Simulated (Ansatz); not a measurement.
# C₂H₂O₂ (singlet): the correlation ladder, 6-31G

An exercise on one series of results from a longer session: the logs are not shown, and one member is left open.

Method: 6-31G, core rule «outside noble gas», up to 4 orbitals frozen; program: Ansatz 0.2.0, Gaussian basis.

The runs, in order: UHF; CCSD(T) on RHF; CCSD(T) on UHF; BCCD(T) on RHF; CISD; CCSDT(Q) on RHF; CCSDT(Q) on UHF; CASSCF and MRCISD+Q, 8 electrons in 8 orbitals; CASSCF and MRCISD+Q(relaxed), 8 electrons in 8 orbitals; CASSCF and NEVPT2, 8 electrons in 8 orbitals.

19 further runs of the same task are left out: 2 that didn't finish, 17 set aside as unsound or not needed.

**The system**

The geometry is an MP2(full)/6-31G* stationary point (not a proven minimum).

6 atoms, charge 0, spin multiplicity 1.

Atoms are counted from 1 here; the program's logs count them from 0.

Bond lengths: C1–C2 1.513 Å, C1–O3 1.223 Å, C1–H4 1.106 Å, C2–O5 1.223 Å, C2–H6 1.106 Å. Angles: C2–C1–O3 121.2°, C2–C1–H4 115.3°, O3–C1–H4 123.5°, C1–C2–O5 121.2°, C1–C2–H6 115.3°, O5–C2–H6 123.5°.

Set-up of the first run:

The input, in.yaml:

```yaml
crystal:
  periodic: [false, false, false]
  atoms:
    - {symbol: C, position_ang: [0.000000, 0.756430, 0.000000]}
    - {symbol: C, position_ang: [0.000000, -0.756430, 0.000000]}
    - {symbol: O, position_ang: [1.046090, 1.389916, 0.000000]}
    - {symbol: H, position_ang: [-0.999940, 1.228191, 0.000000]}
    - {symbol: O, position_ang: [-1.046090, -1.389916, 0.000000]}
    - {symbol: H, position_ang: [0.999940, -1.228191, 0.000000]}
basis:
  gaussian: {orbitals: 6-31G}
magnetization: {spin_polarized: true, initial_magnetization: 0}
hamiltonian: {xc: hf}
output: {orbitals: {seedname: orbitals}}
```

Command:

```bash
> ansatz run in.yaml --threads 1 --pin off --events-out ev --progress --plain --max-ram 4096MiB --backend cpu
```

Among the steps run: UHF; CCSD(T) on RHF; CCSD(T) on UHF; BCCD(T) on RHF; CISD; CCSDT(Q) on RHF; CCSDT(Q) on UHF; CASSCF and MRCISD+Q, 8 electrons in 8 orbitals; CASSCF and MRCISD+Q(relaxed), 8 electrons in 8 orbitals; CASSCF and NEVPT2, 8 electrons in 8 orbitals.

One of the session's tables, all rows but one given; the rest of the session is left out.

It belongs to the step «Misses and costs». 

| method | from RCCSDT(Q) (kcal/mol) |
| --- | --- |
| RHF | +287.33 |
| UHF | +283.74 |
| RMP2 | +16.94 |
| CISD | +45.09 |
| RCCSD | +10.44 |
| RCCSD(T) | +1.74 |
| BCCD(T) | +1.64 |
| RCCSDT | +1.30 |
| RCCSDT(Q) | 0 |
| CASSCF frontier | +185.66 |
| NEVPT2 frontier | +28.99 |
| MRCISD frontier | ? |
| MRCISD+Q frontier | +3.93 |
| MRCISD+Q(relaxed) frontier | +2.83 |

Estimate the missing values for MRCISD frontier.

The run gave: from RCCSDT(Q) (kcal/mol): +19.96. In the column «from RCCSDT(Q) (kcal/mol)» it lies between RMP2 (+16.94) and NEVPT2 frontier (+28.99).

Not comparable, so not listed: CCSD(T) on UHF; CCSDT(Q) on UHF (they don't share determinant, frozen orbitals or solution with the rows shown, or repeat one).

Limits of these values: Warnings: restricted reference is unstable; spin contamination.
